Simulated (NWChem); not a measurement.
What each level costs for ethanol (C2H6O)

SMILES: CCO
```xyz
9

C     -1.1961     0.1358     0.2499
C      0.0782    -0.4235    -0.3534
O      1.2217     0.3105    -0.0034
H     -2.0803    -0.4258    -0.0899
H     -1.3248     1.1921    -0.0312
H     -1.1730     0.0794     1.3515
H      0.1824    -1.4950    -0.0839
H      0.0180    -0.3878    -1.4531
H      1.3116     0.2790     0.9547
```
Charge 0, spin multiplicity 1.

The numbers come from NWChem runs, not from measurements. Structure: optimised with PBE0/def2-SVP, a minimum by its harmonic frequencies. It is one conformer; others weren't searched.

Basis set: cc-pVDZ (72 functions). Each entry is one whole single-point run; the coupled-cluster runs use the TCE module, and the SCF and DFT modules converge to different thresholds.

The correlated methods keep 3 core orbitals frozen. B3LYP has NWChem's definition, with VWN1-RPA local correlation. GW and range-separated runs recompute their integrals, the others keep them in memory, which bears on the times.

Task: Roughly how much processor time does each of these take, relative to RHF: MP2, RI-MP2, B2PLYP, PBE, B3LYP, CAM-B3LYP, CR-CCSD(T)?

Result: RI-MP2 about the same, within a factor of 3; MP2 about the same, within a factor of 3; PBE about the same, within a factor of 3; B3LYP about the same, within a factor of 3; B2PLYP about 4; CAM-B3LYP about 10; CR-CCSD(T) about 90 (rough ratios from shared machines).
